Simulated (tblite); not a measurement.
C5H11P.
SMILES with atom numbers: `[CH3:1][C@@H:2]1[CH2:3][CH2:4][P:5]1[CH3:6]` (hydrogens: H7, H8, H9 on C1; H10 on C2; H11, H12 on C3; H13, H14 on C4; H15, H16, H17 on C6)

Geometry (GFN2-xTB, Å), atoms numbered from 1 in this order:
```xyz
17
C5H11P angstrom
C     -1.0483   -1.6253   -0.0704
C     -0.8224   -0.2807    0.5908
C     -0.9371    0.9745   -0.2879
C      0.2038    1.7578    0.3743
P      0.9124    0.2124    1.1784
C      1.9347   -0.3844   -0.2496
H     -2.0842   -1.7105   -0.3977
H     -0.4066   -1.7514   -0.9396
H     -0.8416   -2.4317    0.6309
H     -1.4841   -0.1903    1.4592
H     -1.9104    1.4673   -0.2541
H     -0.7147    0.7462   -1.3304
H      0.8751    2.2919   -0.2965
H     -0.1574    2.4507    1.1344
H      2.8982    0.1216   -0.2027
H      2.1062   -1.4537   -0.1380
H      1.4694   -0.1823   -1.2112
```

Calculated harmonic vibrations of the isolated species, GFN2-xTB (tblite), most abundant isotopes, no scaling. Against measured fundamentals such values can be off by several per cent, at times by over 20. One conformer, not necessarily the lowest.

Harmonic wavenumbers (cm⁻¹): 130.5, 169.7, 200.2, 213.0, 253.0, 294.8, 408.4, 528.1, 636.2, 689.7, 739.6, 765.4, 863.0, 864.4, 914.3, 929.7, 991.8, 1019.5, 1031.7, 1138.2, 1143.6, 1158.6, 1204.4, 1220.3, 1262.2, 1311.0, 1315.3, 1406.4, 1439.8, 1450.0, 1457.4, 1493.1, 1499.7, 1502.2, 2918.7, 2962.2, 2981.4, 2990.7, 2993.6, 3003.8, 3004.6, 3010.4, 3016.4, 3023.6, 3033.4.

A = 3514, B = 2833, C = 2090 MHz; mass 102.060 u (most abundant isotopes); point group C1, symmetry number 1.

Q: What is the zero-point energy?

A: Half the sum of the wavenumbers: 32292 cm⁻¹ = 386.30 kJ/mol.

Q: Give the ideal-gas entropy at 273.15 K and 1 bar in the rigid-rotor, harmonic-oscillator model (classical rotation).

A: Translation 164.72, rotation 112.45, vibration 62.07: S = 339.2 J/(mol K).

Q: And Cp and H(273.15 K) − H(0)?

A: Cp = 116.54 J/(mol K), of which vibrations give 83.28 (their classical limit is 45 R = 374.2); H(273.15 K) − H(0) = 19.34 kJ/mol without the zero-point energy, 10.26 from vibrations.

Q: How do the functions run with temperature in this model?

A: 
| T (K) | S (J/(mol K)) | Cp (J/(mol K)) | H − H(0) (kJ/mol) | G − H(0) (kJ/mol) | ln q(vib) |
| --- | --- | --- | --- | --- | --- |
| 50 | 222.4 | 39.7 | 1.73 | -9.39 | 0.04 |
| 100 | 256.1 | 59.5 | 4.22 | -21.39 | 0.41 |
| 298.15 | 349.9 | 125.8 | 22.37 | -81.94 | 3.37 |
| 373.15 | 381.1 | 153.5 | 32.85 | -109.35 | 4.66 |
| 500 | 432.0 | 195.3 | 55.07 | -160.95 | 6.96 |
| 750 | 523.4 | 255.2 | 111.92 | -280.65 | 11.63 |
| 1000 | 602.7 | 295.2 | 181.03 | -421.64 | 16.18 |

q(vib) and H(0) count from the zero-point level.

Q: Which modes carry the vibrational entropy at 273.15 K?

A: 130.5 cm⁻¹: 11.59; 169.7 cm⁻¹: 9.52; 200.2 cm⁻¹: 8.25; 213.0 cm⁻¹: 7.78; 253.0 cm⁻¹: 6.52; 294.8 cm⁻¹: 5.44 J/(mol K); the other 39 give 12.97 together.

Q: What must be added to the electronic energy to get the Gibbs energy at 273.15 K and 1 bar?

A: ZPE + [H(273.15 K) − H(0)] − T·S = 386.30 + 19.34 − 92.67 = 312.97 kJ/mol.

Hindered rotation and anharmonicity are outside this model. Other conformers, if any are populated, would add a mixing term that is left out. The structure is chiral; the term R ln 2 for an equal mix with its mirror image is left out.
